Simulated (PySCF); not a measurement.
Match the barriers

Saddle point of SiH$_{4}$ClF, closed shell (SiH₃Cl ([SiH3][Cl]) + HF → SiH₂ClF ([F][SiH2][Cl]) + H₂; bonds formed: Si1–F7, H2–H6; bonds broken: Si1–H2, H6–F7), PBE0-D4/def2-TZVP structure:

```xyz
7
angstrom
Si -0.3626 -0.0594 0.2315
H 1.0801 -0.8754 -0.0818
H -0.4665 -0.9769 1.3979
H -1.4642 -0.4104 -0.6808
Cl -0.4591 1.7497 1.1833
H 1.1109 -0.1804 -0.7935
F 0.5613 0.7528 -1.2563
```

PySCF 2.14 with density fitting (its default auxiliary sets; JK sets also for MP2 and CCSD(T)); basis: def2-TZVPP, with def2-QZVPP for the basis limit; cores frozen in the correlated methods. Extrapolation: Hartree–Fock as exp(−7.88 √X), correlation as X^−2.97. Four methods, as single points on the PBE0-D4 structures, gave these electronic barriers from the start structure: 29.57, 31.28, 40.73, 52.50 kcal/mol.

**Question.** The methods were, in alphabetical order, BHLYP-D4, HF, PBE-D4, r2SCAN-D4. Which gave which? (A judgement: the text doesn't fix the answer.)

**Answer.** Computed: PBE-D4 29.57; r2SCAN-D4 31.28; BHLYP-D4 40.73; HF 52.50 kcal/mol. For comparison, CCSD(T) at an estimated basis limit (MP2 extrapolated from triple and quadruple zeta, plus CCSD(T) − MP2 in triple zeta) gives 37.86 kcal/mol.

The T1 diagnostic stays at or below 0.012.

Labels in which every atom is bracketed show which atoms are joined, not bond orders.

For scale, one of the runs: CCSD(T)/def2-TZVPP, 171 basis functions, launched by `OMP_NUM_THREADS=4 python run.py`. Time: 5.7 min of wall clock on 4 CPU threads of an Intel Xeon; the host was shared. Peak host memory: 1.5 GiB.
